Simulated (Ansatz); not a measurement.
Cost and result for the atomization energy of `Fc1ccccc1` (12 atoms, 12 bonds).

Z-matrix (Å, degrees):
```
C
C 1 1.381
C 1 1.381 2 122.3
F 1 1.340 2 118.9 3 180.0
C 2 1.387 1 118.5 3 -0.0
H 2 1.083 1 119.7 3 -180.0
C 3 1.387 1 118.5 2 0.0
H 3 1.083 1 119.7 2 180.0
C 5 1.387 2 120.5 1 -0.0
H 5 1.084 2 119.4 1 -180.0
H 7 1.084 3 119.4 1 180.0
H 9 1.083 5 120.1 2 -180.0
```

Charge 0, multiplicity 1. The geometry is a stationary point of PBE0-D4/def2-TZVP. Program: Ansatz. All runs use 4 threads of an Intel Xeon on a shared host. Times are those of one run each, without the atoms' runs, and a repeat can differ threefold. Electronic energies, without spin–orbit coupling; frozen cores. CCSD(T)/CBS adds CCSD(T) − MP2 in def2-TZVPP to the MP2 limit, and its time is that of the two runs behind it. T1 = 0.011; the RHF reference is unstable towards UHF.

CCSD(T)/CBS is a level of theory with its own doubt, some kJ/mol a heavy atom from the limit and from the frozen cores, so smaller differences don't rank the functionals.

| level | functions | wall time |
| --- | --- | --- |
| BLYP-D4/def2-TZVPP | 287 | 3.4 s |
| PBE-D4/def2-TZVPP (with forces) | 287 | 3.9 s |
| PBE0-D4/def2-TZVPP | 287 | 4.3 s |
| BHLYP-D4/def2-TZVPP | 287 | 4.4 s |
| CAM-B3LYP-D4/def2-TZVPP | 287 | 6 s |
| ωB97X-V/def2-TZVPP | 287 | 9.5 s |
| CCSD(T)/def2-SVP | 123 | 9.5 s |
| B97M-V/def2-TZVPP | 287 | 9.6 s |
| B2PLYP/def2-TZVPP | 287 | 11 s |
| ωB97M-V/def2-TZVPP (with forces) | 287 | 13 s |
| MP2/def2-QZVPP | 549 | 42 s |
| CCSD(T)/def2-TZVPP | 287 | 5.1 min |
| CCSD(T)/CBS(def2) | – | 5.8 min |

Task: What atomization energy does each give, and how far from CCSD(T)/CBS? (Best estimate.)

Result: Computed: 
```json
{"level": "BLYP-D4/def2-TZVPP", "atomization (kcal/mol)": "1385.2", "difference from CCSD(T)/CBS": "12.0", "per bond": "1.0"}
{"level": "PBE-D4/def2-TZVPP (with forces)", "atomization (kcal/mol)": "1435.3", "difference from CCSD(T)/CBS": "62.1", "per bond": "5.2"}
{"level": "PBE0-D4/def2-TZVPP", "atomization (kcal/mol)": "1403.3", "difference from CCSD(T)/CBS": "30.1", "per bond": "2.5"}
{"level": "BHLYP-D4/def2-TZVPP", "atomization (kcal/mol)": "1333.3", "difference from CCSD(T)/CBS": "-39.9", "per bond": "-3.3"}
{"level": "CAM-B3LYP-D4/def2-TZVPP", "atomization (kcal/mol)": "1385.5", "difference from CCSD(T)/CBS": "12.3", "per bond": "1.0"}
{"level": "ωB97X-V/def2-TZVPP", "atomization (kcal/mol)": "1378.4", "difference from CCSD(T)/CBS": "5.2", "per bond": "0.4"}
{"level": "CCSD(T)/def2-SVP", "atomization (kcal/mol)": "1326.0", "difference from CCSD(T)/CBS": "-47.2", "per bond": "-3.9"}
{"level": "B97M-V/def2-TZVPP", "atomization (kcal/mol)": "1386.1", "difference from CCSD(T)/CBS": "12.9", "per bond": "1.1"}
{"level": "B2PLYP/def2-TZVPP", "atomization (kcal/mol)": "1369.7", "difference from CCSD(T)/CBS": "-3.5", "per bond": "-0.3"}
{"level": "ωB97M-V/def2-TZVPP (with forces)", "atomization (kcal/mol)": "1382.7", "difference from CCSD(T)/CBS": "9.5", "per bond": "0.8"}
{"level": "MP2/def2-QZVPP", "atomization (kcal/mol)": "1404.0", "difference from CCSD(T)/CBS": "30.8", "per bond": "2.6"}
{"level": "CCSD(T)/def2-TZVPP", "atomization (kcal/mol)": "1340.7", "difference from CCSD(T)/CBS": "-32.5", "per bond": "-2.7"}
{"level": "CCSD(T)/CBS(def2)", "atomization (kcal/mol)": "1373.2", "difference from CCSD(T)/CBS": "0.0", "per bond": "0.0"}
```

From BLYP to BHLYP (50 % exact exchange), in def2-TZVPP and without D4, the atomization energy moves by −44.0 kcal/mol: exact exchange takes away binding that semilocal exchange gives to molecules. At CCSD(T), def2-SVP lies −47.2 kcal/mol from the extrapolated value and def2-TZVPP −32.5 kcal/mol: correlation converges slowly with the basis, and small sets miss more of it in the bonded molecule than in its fragments. In def2-TZVPP, CCSD(T) changes the Hartree–Fock value by +325.9 kcal/mol (the triples alone add +27.1 kcal/mol) and MP2 by +370.2 kcal/mol; breaking electron pairs costs correlation energy, which Hartree–Fock lacks.
